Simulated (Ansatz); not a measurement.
**SbW₂: from a trial structure to a relaxed crystal**

All numbers below come from DFT PBE, scalar-relativistic, plane waves, PAW in Ansatz 0.2.0. Cutoff 420 eV, Γ-centred k mesh, Gaussian smearing, no spin polarisation in the final step.

The start puts SbW₂ on the CaCl2 structure type (Pnnm, No. 58), with Sb in place of Ca, W in place of Cl, at a guessed volume.

```xyz
6
Lattice="5.6658 0.0000 0.0000 0.0000 5.8384 0.0000 0.0000 0.0000 3.8136" Properties=species:S:1:pos:R:3 pbc="T T T"
Sb    2.8329    2.9192    1.9068
Sb    0.0000    0.0000    0.0000
W     1.2748    4.8167    1.9068
W     4.1077    3.9409    0.0000
W     4.3910    1.0217    1.9068
W     1.5581    1.8975    0.0000
```

Cell and atoms relax at zero pressure; the relaxation can't lower the symmetry of the start. After a coarse first stage the cell is made exact in the group found at 0.06 Å.

Formation energies are uncorrected and refer to the elements' standard structures at the same level.

(1) Which crystal results?

(2) What are its volume, energy, density and gap?

Results:

(1) It keeps Pnnm (No. 58), but not the shape of the type it started on. Conventional cell: a = 2.928 Å, b = 8.045 Å, c = 4.539 Å. Sb has 6 W at 2.75–2.83 Å, 2 Sb at 2.93 Å and 4 W at 3.21 Å; W is coordinated by 1 W at 2.72 Å, 3 Sb at 2.75–2.83 Å, 6 W at 2.93–3.05 Å, 2 Sb at 3.21 Å and 1 W at 3.38 Å (next Sb at 3.72 Å).

```xyz
6
Lattice="2.9280 0.0000 0.0000 0.0000 8.0447 0.0000 0.0000 0.0000 4.5391" Properties=species:S:1:pos:R:3 pbc="T T T"
Sb    1.4640    4.0223    2.2695
Sb    0.0000    0.0000    0.0000
W     1.0747    6.7415    2.2695
W     2.5387    5.3255    0.0000
W     1.8533    1.3032    2.2695
W     0.3893    2.7192    0.0000
```

(2) The volume per atom is 17.82 Å³ and the density is 15.20 g/cm³. The energy over the elements is 0.71 eV/atom and the gap on the 14×6×8 mesh is 0 eV (a metal).

The final run used a 14×6×8 mesh on its 6-atom cell and 0.10 eV smearing. The k mesh leaves about 4 meV/atom of noise in metals. Spin–orbit coupling is left out. Symmetry constrained the relaxation, so the result can be a saddle point. The steps took of the order of 15 core-minutes in all.